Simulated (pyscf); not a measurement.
# Four-centre exchange: Br–SiH₂–Br + ammonia (NH₃) → H₂N–SiH(Br)–Br + hydrogen (H₂)

Gas phase, singlet surface, charge 0. Bonds broken: Si2–H4, N6–H7. Bonds formed: Si2–N6, H4–H7. Single points on ωB97X-D3(BJ)/def2-SVP structures (PySCF, gas phase).

Transition state (Å):

```xyz
9

Br     1.0578     2.1650     0.0715
Si    -0.0110     0.1411    -0.0938
Br     1.7215    -1.2075     0.2082
H     -1.0808    -1.3223     0.0054
H     -0.6517     0.3629    -1.4032
N     -1.0974     0.3674     1.3956
H     -1.4672    -0.6827     0.8132
H     -0.6183     0.1443     2.2711
H     -1.5826     1.2628     1.4931
```

One imaginary mode, 1549i cm⁻¹; descent along it reached the two sides named, in the forms told below.

```csv
bond,change,reactant side (Å),saddle,product side
Si2–H4,breaks,1.478,1.815,4.1
N6–H7,breaks,1.022,1.256,2.7
Si2–N6,forms,2.352,1.857,1.710
H4–H7,forms,2.8,1.100,0.761
```

Electronic energies relative to the separated reactants (kcal/mol):

```tsv
level	barrier	reaction energy	reverse barrier
ωB97X-D3(BJ)/def2-TZVP	34.9	-11.8	46.7
PBE/def2-TZVP	30.9	-9.5	40.4
r²SCAN/def2-TZVP	32.0	-11.8	43.8
B3LYP-D3(BJ)/def2-TZVP	35.4	-11.2	46.6
PBE0-D3(BJ)/def2-TZVP	31.7	-10.4	42.1
M06-2X/def2-TZVP	35.4	-13.2	48.6
ωB97M-D3(BJ)/def2-TZVP	35.3	-11.0	46.4
HF/def2-TZVP	56.3	-7.3	63.7
```

With ωB97M-D3(BJ)/def2-TZVP energies and thermal terms (ideal gas, 1 atm, RRHO with modes under 100 cm⁻¹ raised to 100, one conformer, R ln 2 for rigid chiral ones), in kcal/mol:

| T (K) | ΔH‡ | ΔG‡ | ΔH | ΔG |
|---|---|---|---|---|
| 298 | 33.2 | 43.8 | -14.3 | -12.9 |
| 600 | 33.5 | 54.4 | -12.8 | -12.0 |
| 900 | 34.3 | 64.7 | -11.7 | -11.9 |
| 1200 | 35.2 | 74.7 | -10.9 | -12.1 |

On the reactant side the descent ends in a complex, 7.3 kcal/mol under the separated species and 42.2 kcal/mol under the saddle at ωB97X-D3(BJ)/def2-TZVP. At the saddle there is also a short H–Si contact that neither side keeps. One saddle was located; it need not be the lowest between these sides. Elements up to Kr have no core potential and no relativistic terms here.
